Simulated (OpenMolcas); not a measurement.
## Worked example: vertical ionisation energy of [BCl2]+ (SMILES Cl[B+]Cl)

The species is [BCl2]+ (3 atoms), meant as a singlet with charge +1. SMILES: `Cl[B+]Cl`. Geometry: relaxed at GFN2-xTB.

```xyz
3

Cl   -1.2384    0.7665   -0.5913
B     0.0007    0.0014    0.0006
Cl    1.2376   -0.7678    0.5907
```

Both states at this one shape; open shells run unrestricted unless said. 1 Eh = 27.2114 eV.

| level | program | singlet [BCl2]+ (Eh) | doublet [BCl2]2+ (Eh) | HOMO of the first (eV) |
| --- | --- | --- | --- | --- |
| PBE/STO-3G | OpenMolcas | -934.197879 | -933.448077 | -16.06 |
| B3LYP/STO-3G | OpenMolcas | -934.624859 | -933.869382 | -17.11 |
| M06-2X/STO-3G | OpenMolcas | -934.675157 | -933.909742 | -18.62 |

Work out the vertical ionisation energy at each level.


1. PBE/STO-3G: -933.448077 − (-934.197879) = 0.749802 Eh = 20.40 eV; −ε(HOMO) = 16.06 eV.
2. B3LYP/STO-3G: -933.869382 − (-934.624859) = 0.755477 Eh = 20.56 eV; −ε(HOMO) = 17.11 eV.
3. M06-2X/STO-3G: -933.909742 − (-934.675157) = 0.765415 Eh = 20.83 eV; −ε(HOMO) = 18.62 eV.

No measured value is set beside it here; the levels span 20.40 to 20.83 eV. In semi-local functionals −ε(HOMO) lies far under the ionisation energy, a result of self-interaction, while the difference of totals does much better. Minimal sets are far from the basis-set limit.
